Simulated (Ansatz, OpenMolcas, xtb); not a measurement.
CH3NO: which of these isomers lies lowest?

3 of its isomers, all singlets with charge 0: A = Nitrosomethane `CN=O`; B = formaldoxime `C=NO`; C = formamide `NC=O`.

Shapes, held fixed at every level: PBE0-D4/def2-TZVP. Flexible molecules stand in one conformer, not always the lowest. Programs: Ansatz 0.2.0, OpenMolcas 26.06, xtb 6.7.1. A level may come from different programs for different species; with the same settings they agree closely.

Electronic energies in kJ/mol, without zero-point or thermal terms.

(1) From chemical knowledge, estimate the order of stability.

Answers

(1) C < B < A in rising energy, over a span of 258 kJ/mol, by CCSD(T)/def2-TZVP (Cholesky decomposition). All levels agree on that. The B − A difference spans -67.1 to -37.0 kJ/mol over the levels. GFN1-xTB strays far from the other rows.

```tsv
level	kind	B − A	C − A
GFN1-xTB	semi-empirical	-67.1	-321.9
revPBE/def2-TZVP	GGA	-47.0	-256.8
B3LYP/6-31G* (Cartesian functions)	global hybrid	-37.0	-249.1
B3LYP/def2-TZVP	global hybrid	-53.2	-271.0
BHLYP/def2-TZVP	global hybrid	-52.8	-281.0
M06-2X/def2-TZVP	global hybrid	-56.5	-273.5
PBE0/def2-TZVP	global hybrid	-51.5	-273.1
MP2/def2-TZVP	perturbation theory	-51.6	-277.9
CCSD(T)/def2-TZVP (Cholesky decomposition)	coupled cluster or CI	-47.0	-257.5
```
